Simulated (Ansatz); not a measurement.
`C/N=C(/O)C#N` and `C=N/C(O)=N\C` differ in one atom or group.

Ansatz, PBE0-D4/def2-TZVP geometries, multiplicity 1. Each molecule was computed in one conformer, which needn't be the lowest.

```csv
property,`C/N=C(/O)C#N`
HOMO–LUMO gap (PBE0/def2-TZVPP) / eV,6.79
HOMO–LUMO gap (ωB97M-V/def2-TZVPP) / eV,11.26
HOMO energy (ωB97M-V/def2-TZVPP) / eV,-10.62
HOMO energy (PBE/def2-TZVPP) / eV,-7.01
HOMO–LUMO gap (PBE/def2-TZVPP) / eV,4.45
HOMO energy (PBE0/def2-TZVPP) / eV,-8.39
```

**Question.** What does the change do to each property? (An estimate is asked.)

**Answer.** Ansatz gave: 
| property | `C=N/C(O)=N\C` | shift |
| --- | --- | --- |
| HOMO–LUMO gap (PBE0/def2-TZVPP) / eV | 5.85 | -0.94 |
| HOMO–LUMO gap (ωB97M-V/def2-TZVPP) / eV | 10.22 | -1.04 |
| HOMO energy (ωB97M-V/def2-TZVPP) / eV | -9.64 | 0.98 |
| HOMO energy (PBE/def2-TZVPP) / eV | -6.04 | 0.97 |
| HOMO–LUMO gap (PBE/def2-TZVPP) / eV | 3.45 | -1.00 |
| HOMO energy (PBE0/def2-TZVPP) / eV | -7.45 | 0.94 |
